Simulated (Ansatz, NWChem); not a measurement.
## How basis sets differ on SiH3 (silyl radical)

SiH3, doublet, SMILES `[SiH3]`. Each level relaxes the structure for itself.

Each level gives the zero-point energy at each level's own minimum (kJ/mol). The values are calculated.

| level | kind | program | value (kJ/mol) |
| --- | --- | --- | --- |
| UHF/STO-3G | Hartree–Fock | Ansatz | 72.7 |
| UHF/3-21G | Hartree–Fock | Ansatz | 57.5 |
| UHF/6-31G* (spherical functions) | Hartree–Fock | NWChem | 60.0 |
| UHF/6-31G* (Cartesian functions) | Hartree–Fock | Ansatz | 60.0 |
| UHF/cc-pVTZ | Hartree–Fock | Ansatz | 58.8 |

Harmonic and unscaled. The values span 57.5 to 72.7 kJ/mol. Without the sets that lack polarisation functions the rows with a basis span only 58.8 to 60.0 kJ/mol.
